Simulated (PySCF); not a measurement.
Molecule: `C(=C)C(F)(F)F`, C3H3F3.

Geometry (Å), atoms numbered from 1 in this order:
```xyz
9

C    -1.3424    0.1049   -0.3248
C    -0.2660    0.3559    0.4132
C     1.0740   -0.2468    0.1383
F     1.0465   -1.1169   -0.8724
F     1.9704    0.6989   -0.1675
F     1.5385   -0.8909    1.2155
H    -2.3044    0.5680   -0.0941
H    -1.2954   -0.5729   -1.1808
H    -0.2885    1.0304    1.2742
```

Geometry PBE0-D3(BJ)/def2-SVP throughout; GIAO in PySCF 2.14, gas phase, one conformer, non-relativistic; equivalent atoms averaged; basis pcSseg-2.

Question: How do the absolute shieldings σ depend on the functional? (ppm; last column core-seconds on shared hosts with different chips, so compare them loosely; the GGAs took longer than the global hybrids here, which isn't the general rule, and the cause wasn't traced)

Answer: 
```
functional                    kind    C2    C1    C3  F4/F5/F6     H8     H9     H7  core-s
        HF            Hartree–Fock  55.1  57.1  77.2     296.3  25.32  25.61  25.69      13
       LDA                     LDA  34.5  43.6  39.2     234.8  24.53  24.43  24.88      24
       PBE                     GGA  39.5  49.0  42.1     239.5  25.06  24.96  25.44      33
      BLYP                     GGA  35.2  45.8  37.0     238.9  25.33  25.24  25.73      31
      BP86                     GGA  39.7  49.2  42.1     240.6  25.14  25.05  25.51      31
      OPBE                     GGA  49.6  57.7  52.1     249.1  25.07  24.96  25.44      33
       KT2                     GGA  51.6  60.0  50.3     240.9  25.24  25.13  25.61      30
       KT3                     GGA  52.2  60.5  51.0     246.4  25.43  25.33  25.81      32
     B97-D                     GGA  43.9  53.3  45.1     247.9  25.36  25.28  25.76      30
     B3LYP           global hybrid  38.7  46.8  45.4     252.4  25.23  25.24  25.62      21
      PBE0           global hybrid  43.9  50.5  52.1     256.7  25.01  25.04  25.37      23
  mPW1PW91           global hybrid  43.3  49.8  51.4     257.4  25.08  25.11  25.43      22
      WP04           global hybrid  34.7  39.3  35.1     255.7  25.63  25.72  25.97      28
     B97-2           global hybrid  46.4  53.1  52.7     258.9  25.20  25.22  25.56      27
 BHandHLYP           global hybrid  44.4  49.4  57.5     270.0  25.19  25.33  25.55      26
 CAM-B3LYP  range-separated hybrid  39.6  46.6  48.7     256.8  25.07  25.13  25.44      33
   wB97X-D  range-separated hybrid  42.8  49.5  52.1     260.1  25.10  25.16  25.45      34
   LC-wPBE  range-separated hybrid  42.9  47.9  52.8     262.2  24.92  25.02  25.26      39
```

Question: Which nucleus moves most, in ppm?

Answer: F4/F5/F6 (fluorine of a CF3 group): from 234.8 ppm with LDA to 296.3 ppm with HF. The smallest spread is 1.09 ppm, at H7. Proton shifts span only some 12 ppm, so a few tenths of a ppm matter as much there as several ppm in carbon.
